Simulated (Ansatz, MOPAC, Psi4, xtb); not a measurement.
**Si3H7 (SMILES [SiH3][SiH][SiH3]): the highest harmonic wavenumber at each level's own minimum, rung by rung**

Si3H7, doublet, SMILES `[SiH3][SiH][SiH3]`. Each level relaxes the structure for itself.

Each level gives the highest harmonic wavenumber at each level's own minimum (cm⁻¹). The values are calculated.

```tsv
level	kind	program	value (cm⁻¹)
MNDOD	semi-empirical	MOPAC	2395
PM6	semi-empirical	MOPAC	2085
PM7	semi-empirical	MOPAC	2315
GFN2-xTB	semi-empirical	xtb	2212
UHF/STO-3G	Hartree–Fock	Ansatz	2904
UHF/3-21G	Hartree–Fock	Ansatz	2283
UHF/6-31G* (Cartesian functions)	Hartree–Fock	Ansatz	2374
UPBE-D3(BJ)/def2-SVP (density fitting)	GGA	Psi4	2169
UPBE0-D4/def2-TZVP	global hybrid	Ansatz	2231
```

Harmonic and unscaled. The values span 2085 to 2904 cm⁻¹. Without the sets that lack polarisation functions the rows with a basis span only 2169 to 2374 cm⁻¹.
